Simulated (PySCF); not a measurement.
hydrogen isocyanide, CHN, SMILES [C-]#[NH+], point group C∞v.

Force field and properties: PBE0/pcSseg-2 (PySCF, grid level 2). Vibrational terms come from second-order perturbation theory with semi-diagonal cubic constants, by steps of ±0.6 along the normal coordinates of each isotopologue. The parent has the commonest isotopes.

Equilibrium geometry (Å):

| atom | x | y | z |
| --- | --- | --- | --- |
| C1 | 0.8983 | 0.5278 | -0.0248 |
| N2 | -0.0291 | -0.1746 | -0.0163 |
| H3 | -0.8233 | -0.7762 | -0.0091 |

An isotope shift is δ(isotopologue) − δ(parent), that is, the negative of the change in the averaged GIAO shielding; n counts bonds from the nearest label (0: the labelled atom itself). These are computed values; those of heavy atoms are rounded to 5 ppb, about the numerical noise.

(1) What isotope shifts arise with ²H at 3?

(2) What isotope shifts arise with ¹⁵N at 2?

(3) What isotope shifts arise with ¹³C at 1, ¹⁵N at 2?

Results:

(1) 
```
nucleus  n  0 K (ppb)  250 K (ppb)
     H3  0       -219         -187
     N2  1       -750         -550
     C1  2      -1530         -985
```

(2) 
```tsv
nucleus	n	0 K (ppb)	250 K (ppb)
N2	0	-50	-45
C1	1	-70	-55
H3	1	-3	-3
```

(3) 
```csv
nucleus,n,0 K (ppb),250 K (ppb)
C1,0,-110,-90
N2,0,-95,-85
H3,1,-4,-3
```
